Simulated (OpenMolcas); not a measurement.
# OH− (hydroxide): a chain of runs

We compute a series of 9 runs (HF/3-21G, CASSCF(8,5)/3-21G, CASPT2(8,5)/3-21G, CASPT2[IPEA 0](8,5)/3-21G, SC-NEVPT2(8,5)/3-21G, PC-NEVPT2(8,5)/3-21G, MC-PDFT[tPBE](8,5)/3-21G, MRCI(8,5)/3-21G, and more) of OH− (hydroxide). 

The calculation is run with OpenMolcas 26.06.

**1. The structure to begin with**

OH−: 2 atoms, total charge -1, spin state singlet. As SMILES, `[OH-]`. The O1–H2 distance was set to 2.409 Å, away from the relaxed value.

**2. A single-point energy at HF/3-21G (run 1)**

step1.inp

```
* HO Hartree-Fock
&gateway
baslib=$CurrDir
coord
2
angstrom
O        1.647223      -0.527207       0.850012
H       -0.411800       0.131800      -0.212500
basis=3-21G
group=NoSym
&seward
&scf
charge=-1
prorbitals=1 1
```

The basis set 3-21G is read from a file made from the Basis Set Exchange's data (not shown).

Started as:

```bash
$ export MOLCAS_MEM=1860
$ pymolcas step1.inp > step1.log
```

The log of the run:

```text
--- Start Module: gateway ---
[...]
--- Stop Module: gateway /rc=_RC_ALL_IS_WELL_ ---
--- Start Module: seward ---
[...]
      Basis functions           11
--- Stop Module: seward /rc=_RC_ALL_IS_WELL_ ---
--- Start Module: scf ---
[...]
       Convergence after  15 Iterations
[...]
::    Total SCF energy                                -74.7264135405
[...]
      Total spin, S                                     0.0000000000
[...]
      Total electronic charge=   10.000000
      Total            charge=   -1.000000
[...]
      Dipole Moment (debye):
      Origin of the operator (angstrom)=    1.5252   -0.4881    0.7870
                   X=  6.0344E+00               Y= -1.9314E+00               Z=  3.1139E+00           Total=  7.0598E+00
      Center of Charge (angstrom)
[...]
--- Stop Module: scf /rc=_RC_ALL_IS_WELL_ ---
[...]
```

Wall time 1.6 s (1 thread of Arm Neoverse V1, shared host); peak memory 0.37 GiB.

**3. The energy at CASSCF(8,5)/3-21G (run 2)**

step2.input

```
&GATEWAY
 BasLib = $CurrDir
 Coord
 2
 angstrom
 O        1.647223      -0.527207       0.850012
 H       -0.411800       0.131800      -0.212500
 Basis = 3-21G
 Group = NoSym

&SEWARD

&RASSCF
 FileOrb = $CurrDir/step1.ScfOrb
 Spin = 1
 Nactel = 8 0 0
 Inactive = 1
 Ras2 = 5
 OrbListing = Nothing
```

The basis set 3-21G is read from a file made from the Basis Set Exchange's data (not shown).

Started as:

```bash
$ export MOLCAS_MEM=1860
$ pymolcas step2.input > step2.log
```

The log of the run:

```text
--- Start Module: gateway ---
[...]
--- Stop Module: gateway /rc=_RC_ALL_IS_WELL_ ---
--- Start Module: seward ---
[...]
      Basis functions           11
--- Stop Module: seward /rc=_RC_ALL_IS_WELL_ ---
--- Start Module: rasscf ---
[...]
      Number of active orbitals                  5
[...]
      Spin quantum number                      0.0
[...]
      Active orbitals                            5
[...]
      Number of CSFs                            15
[...]
      Number of root(s) required                 1
[...]
      Convergence after  9 iterations
[...]
      printout of CI-coefficients larger than  0.05 for root  1
      energy=     -74.790853
      conf/sym  11111     Coeff  Weight
             1  22220  -0.89640 0.80353
             4  22202   0.43907 0.19278
      Natural orbitals and occupation numbers for root  1
      sym 1:   1.998321   1.997148   1.997148   1.614442   0.392942
      ************************************************************************************************************************
      *                                                    Final results                                                     *
[...]
::    RASSCF root number  1 Total energy:    -74.79085312
[...]
      Total electronic charge=   10.000000
      Total            charge=   -1.000000
[...]
      Dipole Moment (debye):
      Origin of the operator (angstrom)=    1.5252   -0.4881    0.7870
                   X=  1.0010E+00               Y= -3.2039E-01               Z=  5.1657E-01           Total=  1.1712E+00
      Center of Charge (angstrom)
[...]
--- Stop Module: rasscf /rc=_RC_ALL_IS_WELL_ ---
[...]
```

Wall time 1.6 s (1 thread of Arm Neoverse V1, shared host); peak memory 0.37 GiB.

Runs 3 to 8 aren't shown in full; the table further down has their settings and results.

**4. A single-point energy at MRACPF(8,5)/3-21G (run 9)**

step9.inp

```
* HO MR-ACPF
&GATEWAY
BasLib=$CurrDir
Coord
2
angstrom
O        1.647223      -0.527207       0.850012
H       -0.411800       0.131800      -0.212500
Basis=3-21G
Group=NoSym
&SEWARD
&RASSCF
FileOrb=$CurrDir/step2.RasOrb
Spin=1
Nactel=8 0 0
Inactive=1
Ras2=5
OrbListing=Nothing
&MOTRA
LumOrb
Frozen=1
&GUGA
Electrons=8
Spin=1
Inactive=0
Active=5
CIAll=1
&MRCI
ACPF
```

The basis set 3-21G is read from a file made from the Basis Set Exchange's data (not shown).

Started as:

```bash
$ export MOLCAS_MEM=1860
$ pymolcas step9.inp > step9.log
```

The log of the run:

```text
--- Start Module: gateway ---
[...]
--- Stop Module: gateway /rc=_RC_ALL_IS_WELL_ ---
[...]
      Basis functions           11
[...]
      Number of active orbitals                  5
[...]
      Spin quantum number                      0.0
[...]
      Active orbitals                            5
[...]
      Number of CSFs                            15
[...]
      Number of root(s) required                 1
[...]
      Convergence after  4 iterations
[...]
      printout of CI-coefficients larger than  0.05 for root  1
      energy=     -74.790853
      conf/sym  11111     Coeff  Weight
             1  22220  -0.89640 0.80353
             4  22202   0.43907 0.19278
      Natural orbitals and occupation numbers for root  1
      sym 1:   1.998321   1.997148   1.997148   1.614441   0.392942
      ************************************************************************************************************************
      *                                                    Final results                                                     *
[...]
::    RASSCF root number  1 Total energy:    -74.79085312
[...]
      Dipole Moment (debye):
      Origin of the operator (angstrom)=    1.5252   -0.4881    0.7870
                   X=  1.0010E+00               Y= -3.2039E-01               Z=  5.1657E-01           Total=  1.1711E+00
      Center of Charge (angstrom)
[...]
      *** WARNING: Default frozen orbitals is overwritten by user input.
      *** Default values:   1
[...]
--- Start Module: guga ---
[...]
--- Stop Module: guga /rc=_RC_ALL_IS_WELL_ ---
--- Start Module: mrci ---
[...]
       USE THE DEFAULT ACPF G-VALUE GFAC=  0.25000000000000000
[...]
    MR ACPF CALCULATION.
[...]
            REFERENCE CI ENERGY:   -74.79085312
[...]
        ACPF CORRELATION ENERGY:    -0.08355084
                    ACPF ENERGY:   -74.87440396
[...]
      Total electronic charge=   10.000000
      Total            charge=   -1.000000
[...]
  ACPF State   1     Total energy:    -74.87440396
[...]
--- Stop Module: mrci /rc=_RC_ALL_IS_WELL_ ---
[...]
```

Wall time 1.8 s (1 thread of Arm Neoverse V1, shared host); peak memory 0.37 GiB.

**5. All runs side by side**

```tsv
run	level	active rule	inactive	energy (Eh)	wall time
1	HF/3-21G	–	–	-74.726414	1.6 s
2	CASSCF(8,5)/3-21G	full valence	1	-74.790853	1.6 s
3	CASPT2(8,5)/3-21G	full valence	1	-74.870281	1.6 s
4	CASPT2[IPEA 0](8,5)/3-21G	full valence	1	-74.871207	1.6 s
5	SC-NEVPT2(8,5)/3-21G	full valence	1	-74.859936	1.7 s
6	PC-NEVPT2(8,5)/3-21G	full valence	1	-74.860213	1.7 s
7	MC-PDFT[tPBE](8,5)/3-21G	full valence	1	-75.032297	1.9 s
8	MRCI(8,5)/3-21G	full valence	1	-74.873178	1.8 s
9	MRACPF(8,5)/3-21G	full valence	1	-74.874404	1.8 s
```

**6. Outcome**

| quantity | value |
| --- | --- |
| run 9, MRACPF(8,5)/3-21G: total energy | -74.87440 Eh |

Below the HF energy at the same shape and in the same basis (3-21G): CASSCF(8,5) -64.4 mEh; CASPT2(8,5) -143.9 mEh; CASPT2[IPEA 0](8,5) -144.8 mEh; SC-NEVPT2(8,5) -133.5 mEh; PC-NEVPT2(8,5) -133.8 mEh; MRCI(8,5) -146.8 mEh. Active-space methods hold only the correlation inside their space unless a perturbation or CI step follows. All runs together took 15 s, the longest 1.9 s.
